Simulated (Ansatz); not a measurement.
# Europium, bcc: convergence with Methfessel-Paxton smearing

Computed with Ansatz, r²SCAN, scalar-relativistic PAW, on the relaxed cell (a = 4.455 Å; ferromagnetic, net 7.86 μB per atom). Errors count from a run at 500 eV on a Γ-centred 13×13×13 mesh with Fermi-Dirac smearing of 0.05 eV, extrapolated to zero width. Fixed here: cutoff 500 eV, mesh 10×10×10.

```json
{"width (eV)": "0.01", "E(σ→0) error (meV/atom)": "3.1", "F error (meV/atom)": "3.1", "P (GPa)": "-0.13", "sphere moment (μB)": "7.38", "SCF iterations": "22"}
{"width (eV)": "0.1", "E(σ→0) error (meV/atom)": "3.4", "F error (meV/atom)": "3.3", "P (GPa)": "0.03", "sphere moment (μB)": "7.21", "SCF iterations": "24"}
{"width (eV)": "0.2", "E(σ→0) error (meV/atom)": "3.0", "F error (meV/atom)": "2.5", "P (GPa)": "0.01", "sphere moment (μB)": "7.26", "SCF iterations": "26"}
{"width (eV)": "0.3", "E(σ→0) error (meV/atom)": "-8.2", "F error (meV/atom)": "11.4", "P (GPa)": "-0.27", "sphere moment (μB)": "7.36", "SCF iterations": "24"}
{"width (eV)": "0.6", "E(σ→0) error (meV/atom)": "57.3", "F error (meV/atom)": "91.2", "P (GPa)": "-0.26", "sphere moment (μB)": "7.36", "SCF iterations": "29"}
{"width (eV)": "1.0", "E(σ→0) error (meV/atom)": "129.9", "F error (meV/atom)": "152.8", "P (GPa)": "-0.32", "sphere moment (μB)": "7.34", "SCF iterations": "30"}
```

Task: What does the run at 0.03 give (width)?

Result: E(σ→0) error (meV/atom): 3.4; F error (meV/atom): 3.5; P (GPa): 0.05; sphere moment (μB): 7.31; SCF iterations: 23.
